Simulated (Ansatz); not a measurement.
What a trial cell of SnSb₃ relaxes into

Method: Ansatz, DFT PBE, scalar-relativistic, plane waves, PAW. Cutoff 420 eV, Γ-centred k mesh, Gaussian smearing, no spin polarisation in the final step.

The start puts SnSb₃ on the TiAl3 (D0_22) structure type (I4/mmm, No. 139), with Sn in place of Ti, Sb in place of Al, at a guessed volume.

```xyz
4
Lattice="-2.3075 2.3075 5.1544 2.3075 -2.3075 5.1544 2.3075 2.3075 -5.1544" Properties=species:S:1:pos:R:3 pbc="T T T"
Sn    0.0000    0.0000    0.0000
Sb    0.0000    0.0000    5.1544
Sb    2.3075    0.0000    2.5772
Sb    0.0000    2.3075    2.5772
```

Cell and atoms relax at zero pressure; the relaxation can't lower the symmetry of the start.

Energies over the elements count from the elements' standard structures at the same level, with no empirical corrections.

Which crystal results?

It keeps I4/mmm (No. 139). The result has the TiAl3 (D0_22) structure. Conventional cell: a = 4.493 Å, c = 11.151 Å. Around Sn lie 4 Sb at 3.18 Å and 8 Sb at 3.58 Å; Sb on Wyckoff site b (1 atom of the primitive cell) has 4 Sn at 3.18 Å and 8 Sb at 3.58 Å; Sb on Wyckoff site d (2 atoms of the primitive cell) is coordinated by 4 Sb at 3.18 Å, 4 Sb at 3.58 Å and 4 Sn at 3.58 Å.

```cif
data_structure
_symmetry_space_group_name_H-M 'I4/mmm'
_symmetry_Int_Tables_number 139
_cell_length_a 4.4929
_cell_length_b 4.4929
_cell_length_c 11.1509
_cell_angle_alpha 90.000
_cell_angle_beta 90.000
_cell_angle_gamma 90.000
_cell_volume 225.09
loop_
_atom_site_label
_atom_site_type_symbol
_atom_site_symmetry_multiplicity
_atom_site_Wyckoff_symbol
_atom_site_fract_x
_atom_site_fract_y
_atom_site_fract_z
_atom_site_occupancy
Sn1 Sn 2 a 0.00000 0.00000 0.00000 1
Sb1 Sb 2 b 0.50000 0.50000 0.00000 1
Sb2 Sb 4 d 0.50000 0.00000 0.25000 1
```

What are its volume, energy, density and gap?

The volume per atom is 28.14 Å³, the density is 7.14 g/cm³ and the energy over the elements is 0.22 eV/atom. The gap on the 14×14×14 mesh is 0 eV (a metal).

The final run used a 14×14×14 mesh on its 4-atom cell and 0.10 eV smearing. For metals, differences of a few meV/atom aren't resolved. Spin–orbit coupling is left out. Symmetry constrained the relaxation, so the result can be a saddle point. The steps took about 6 core-minutes in all.